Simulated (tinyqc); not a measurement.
Inside a calculation. Method: Born-Oppenheimer dynamics on the RHF/sto-3g surface (energies and gradients from PySCF), for CH3-, spin multiplicity 1. The basis has no diffuse functions, so it cannot describe the extra electron: this is an exercise in the method, not the real anion. Computed by tinyqc, a small Python program that keeps every step (integrals from PySCF). Settings: charge = -1, multiplicity = 1, basis = sto-3g, time step (fs) = 0.5, steps = 16. Command: `OMP_NUM_THREADS=1 python tinyqc.py 20743 20744 out.jsonl` (the two numbers bound the seeds that draw the settings). One thread of a shared host (Intel(R) Xeon(R) Processor @ 2.60GHz), about 2 s of CPU time with the checks.

## Velocity Verlet step 1

positions (bohr):
```
           x         y         z
1C   0.00000  -0.02268   0.21165
2H   2.09004   0.00567  -0.06803
3H  -1.06770   1.79902  -0.08693
4H  -1.09415  -1.81225  -0.05669
```

velocities (bohr per atomic time unit):
```
              x            y            z
1C   0.00002569  -0.00002133   0.00007352
2H   0.00023369   0.00013067  -0.00027648
3H  -0.00020031   0.00021967  -0.00037648
4H  -0.00033931  -0.00009633  -0.00022248
```

gradient (hartree/bohr):
```
             x           y           z
1C   0.0103069  -0.0100338  -0.0316417
2H   0.0372178   0.0037975   0.0117575
3H  -0.0232665   0.0366256   0.0086973
4H  -0.0242582  -0.0303893   0.0111869
```

masses (electron masses): 1C 21874.66183, 2H 1837.15259, 3H 1837.15259, 4H 1837.15259

gradient after step 1 (hartree/bohr):
```
             x           y           z
1C   0.0111463  -0.0108148  -0.0322950
2H   0.0375636   0.0041628   0.0121122
3H  -0.0237574   0.0371275   0.0087086
4H  -0.0249525  -0.0304755   0.0114742
```

dt = 0.5 fs = 20.6707 atomic units; x' = x + v dt - g dt^2 / (2m); after the new gradient g', v' = v - (g + g') dt / (2m).

positions after step 1 (bohr):
```
           x         y         z
1C   0.00043  -0.02302   0.21348
2H   2.09054   0.00793  -0.07511
3H  -1.06913   1.79930  -0.09572
4H  -1.09834  -1.81070  -0.06259
```

velocities after step 1 (bohr per atomic time unit):
```
              x            y            z
1C   0.00001556  -0.00001148   0.00010373
2H  -0.00018701   0.00008589  -0.00041076
3H   0.00006424  -0.00019525  -0.00047440
4H  -0.00006246   0.00024608  -0.00034996
```

## Velocity Verlet step 2

gradient after step 2 (hartree/bohr):
```
             x           y           z
1C   0.0114684  -0.0111294  -0.0339130
2H   0.0349918   0.0044059   0.0127494
3H  -0.0225122   0.0347590   0.0091148
4H  -0.0239480  -0.0280355   0.0120488
```

As before.

positions after step 2 (bohr):
```
           x         y         z
1C   0.00064  -0.02315   0.21594
2H   2.08231   0.00922  -0.08501
3H  -1.06504   1.79095  -0.10654
4H  -1.09673  -1.80207  -0.07116
```

velocities after step 2 (bohr per atomic time unit):
```
              x            y            z
1C   0.00000487  -0.00000111   0.00013501
2H  -0.00059519   0.00003768  -0.00055063
3H   0.00032454  -0.00059966  -0.00057467
4H   0.00021264   0.00057524  -0.00048230
```

## Energy conservation

The total energy should stay constant up to terms of order dt^2; the step counts as short enough if it moves by less than 2 % of the largest kinetic energy.

Trajectory:

| time (fs) | 1C-2H (angstrom) | potential (hartree) | kinetic (hartree) | total (hartree) |
|---|---|---|---|---|
| 0.00000 | 1.11596 | -38.7961308 | 0.0005785 | -38.7955523 |
| 0.50000 | 1.11665 | -38.7962808 | 0.0007329 | -38.7955479 |
| 1.00000 | 1.11315 | -38.7976586 | 0.0020944 | -38.7955642 |
| 1.50000 | 1.10584 | -38.8000083 | 0.0044116 | -38.7955967 |
| 2.00000 | 1.09545 | -38.8028205 | 0.0071842 | -38.7956363 |
| 2.50000 | 1.08308 | -38.8054829 | 0.0098138 | -38.7956690 |
| 3.00000 | 1.07010 | -38.8075021 | 0.0118230 | -38.7956792 |
| 3.50000 | 1.05809 | -38.8087440 | 0.0130878 | -38.7956562 |
| 4.00000 | 1.04867 | -38.8095816 | 0.0139765 | -38.7956050 |
| 4.50000 | 1.04334 | -38.8108079 | 0.0152575 | -38.7955504 |
| 5.00000 | 1.04320 | -38.8132579 | 0.0177308 | -38.7955271 |
| 5.50000 | 1.04884 | -38.8172980 | 0.0217411 | -38.7955569 |
| 6.00000 | 1.06021 | -38.8225153 | 0.0268836 | -38.7956317 |
| 6.50000 | 1.07663 | -38.8278357 | 0.0321153 | -38.7957204 |
| 7.00000 | 1.09694 | -38.8319797 | 0.0361894 | -38.7957903 |
| 7.50000 | 1.11965 | -38.8339470 | 0.0381239 | -38.7958232 |
| 8.00000 | 1.14316 | -38.8332950 | 0.0374779 | -38.7958171 |

The total energy moves within 3.0e-04 hartree, under 2 % of the largest kinetic energy.
